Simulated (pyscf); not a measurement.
Single points on ωB97X-D3(BJ)/def2-SVP structures (PySCF, gas phase).

### Question
What is the homolytic dissociation enthalpy (298 K, ωB97M-D3(BJ)/def2-TZVP) of the N–Si bond of H₂N–Si(F)(SiH₃)–SiH₃ (SMILES N[Si](F)([SiH3])[SiH3]), to NH₂• + F–Si•(SiH₃)–SiH₃?

### Answer
N–Si to NH₂• + F–Si•(SiH₃)–SiH₃: 441.9 kJ/mol. The 7 functionals that were run give +410.6 (r²SCAN) to +444.5 kJ/mol (M06-2X). Other isomers of F–Si•(SiH₃)–SiH₃ were not searched in full and may lie lower.
